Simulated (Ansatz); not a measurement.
Reaction (homolysis of the Mg–S bond): `[SH][Mg][SH]` → `[Mg][SH]`• + `[SH]`•

Calculated with Ansatz (gas phase, PBE0-D4/def2-TZVP geometries, no zero-point term in ΔE). CBS: MP2 limit from def2 TZ/QZ plus the TZ coupled-cluster correction, frozen cores. This one scheme is used for every species. DFT in def2-TZVPP. HSE06 is defined as in plane-wave codes. Open shells (•) are unrestricted, without spin–orbit coupling. For Mg outer-core shells are correlated without core-valence functions, which leaves a few kJ/mol of doubt a bond. Each species was taken in one conformer, which may not be the lowest.

What is ΔE at CCSD(T)/CBS? (Estimate.)

The calculation gave: +88.9 kcal/mol.

What do these levels give: LDA (SPW92), r2SCANh-D4, r2SCAN0-D4, HSE06-D4, B2PLYP, BLYP, HSE06, MP2/def2-TZVPP, SCS-MP2/def2-TZVPP, CCSD/def2-QZVPP, HF/CBS(def2), MP2/CBS(def2)? (An estimate is asked.)

Computed: LDA (SPW92) 92.3, r2SCANh-D4 82.0, r2SCAN0-D4 81.3, HSE06-D4 82.1, B2PLYP 81.8, BLYP 78.6, HSE06 81.7, MP2/def2-TZVPP 84.5, SCS-MP2/def2-TZVPP 83.1, CCSD/def2-QZVPP 83.8, HF/CBS(def2) 58.8, MP2/CBS(def2) 91.4 kcal/mol.

Largest T1 diagnostic among the species: 0.011.

Leaving LDA and LC-ωPBE aside and taking each functional with its dispersion term where it has one, the values, not all of them listed here, spread over 7.4 kcal/mol, from BLYP-D4 to ωB97M-V. LDA lies +10.2 kcal/mol from PBE without D4, its usual overbinding. In def2-TZVPP, CCSD(T) changes the Hartree–Fock value by +23.2 kcal/mol (the triples alone add +1.9 kcal/mol) and MP2 by +25.7 kcal/mol; breaking electron pairs costs correlation energy, which Hartree–Fock lacks. At CCSD(T), def2-SVP lies −9.1 kcal/mol from the extrapolated value and def2-TZVPP −6.9 kcal/mol: correlation converges slowly with the basis, and small sets miss more of it in the bonded molecule than in its fragments.
